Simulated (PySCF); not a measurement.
CH3O, multiplicity 2. Atoms are numbered in the order given.

```xyz
5

C      0.0132     0.5688     0.0000
O      0.0049    -0.7870     0.0000
H     -0.5656     0.9295     0.8686
H     -0.5656     0.9295    -0.8686
H      1.0126     1.0242     0.0000
```
Charge 0, spin multiplicity 2.

The structure is a stationary point at PBE0-D3(BJ)/def2-TZVP. A frequency run showed that this geometry is not a minimum. The isomer is the one that the SMILES or the coordinates give; other isomers of the formula were not compared.

These are r2SCAN/def2-TZVPD run with PySCF values and carry that method's errors.

The molecule is in vacuum.

The total energy comes out as -115.03729 hartree and the point group is Cs. The α spin, highest occupied and lowest empty level comes out as -6.93 and 0.68 eV and the β spin, highest occupied and lowest empty level comes out as -6.39 and -4.58 eV. The dipole moment comes out as 2.02 D, the quadrupole, principal values (traceless, Buckingham form, about the centre of nuclear charge) is -1.55, 0.00, 1.55 D·Å and the mean static polarisability is 20.9 bohr³ (3.10 Å³). The polarisability, principal values comes out as 19.0, 19.8, 23.8 bohr³ and the ⟨S²⟩ is 0.755 (pure state 0.75).
